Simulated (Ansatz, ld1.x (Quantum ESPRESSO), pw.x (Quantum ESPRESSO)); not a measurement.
**Equation-of-state test of one TM potential (Tc (Z = 43))**

| Quantity | Value |
| --- | --- |
| Element | technetium (Tc) |
| Generator | ld1.x (Quantum ESPRESSO) 7.5 |
| Type | norm-conserving Troullier–Martins (Kleinman–Bylander form) |
| Functional | PBEsol |
| Relativity | scalar-relativistic |
| Frozen core | [Kr] |
| Valence charge | 7 |
| Reference configuration | 4d5 5s1 5p0 (charge +1) |
| Partial waves | 5p (bound, empty): rc 3.40 bohr; 4d (bound): rc 1.25 bohr; 5s (bound): rc 2.70 bohr |
| Local potential | the s channel |
| Core correction | Bessel-smoothed model core inside 0.80 bohr |

Atomic tests: cutoffs needed: 60 Ry and 90 Ry (the cutoffs (Ry, on a coarse ladder) from which the occupation-weighted sum of valence levels, in a spherical-Bessel basis at the reference potential, stays within 10 and 1 mRy of its value at 400 Ry); ghost test: no extra level below or beside the all-electron valence levels (p, d, s, f tested) (spherical-Bessel basis up to 400 Ry, 20 bohr box); largest excitation error: -1080 meV (all-electron minus pseudo) for 4d3 5s0 5p0, out of 7 test configurations.

Crystal test: fcc Tc in pw.x 7.5, no spin, 15³ k-points, Fermi–Dirac smearing 0.01 Ry, cutoffs 110/440 Ry. The reference is all-electron LAPW (Ansatz 0.2.0) with the same functional, mesh and smearing; V0 and B0 come from Birch–Murnaghan fits to the pressures at five volumes. Errors are pseudo minus all-electron; Δ is the rms difference of the E(V) curves that follow from these fits, minima aligned, over ±6 % about the mean V0. Mesh and smearing are coarse, so the numbers serve the comparison and aren't converged zero-temperature values; the lattice is a test structure that the element need not adopt.

```tsv
V (Å³/atom)	P all-electron (GPa)	P pseudo (GPa)
13.392	18.14	43.88
13.745	8.27	31.52
14.097	-0.35	20.70
14.449	-7.86	11.23
14.802	-14.40	2.94
```

All-electron: a0 = 3.833 Å (V0 = 14.08 Å³/atom), B0 = 322.9 GPa.

Pseudopotential: mean pressure error (GPa): +21.29. The pressure does not cross zero within the volumes sampled, so no fit is given. The largest radius (3.40 bohr) exceeds half the bond length (2.56 bohr), so the spheres overlap, which is one possible source of error among others. This is a poor potential for the solid.

**Question.** At the middle volume, how do free energy and pressure move when the wave cutoff is lowered (ecutrho kept at four times it)?

**Answer.**

```json
{"cutoff (Ry)": "50", "shift of F (meV/atom)": "+315.0", "shift of P (GPa)": "-13.77"}
{"cutoff (Ry)": "66", "shift of F (meV/atom)": "+50.8", "shift of P (GPa)": "-2.56"}
{"cutoff (Ry)": "88", "shift of F (meV/atom)": "+3.3", "shift of P (GPa)": "-0.34"}
```

The run at the middle volume (120 k-points, 9 iterations) took about 34 s on one core of a shared host (Neoverse-V1, 32 threads, 247 GiB, load 27).
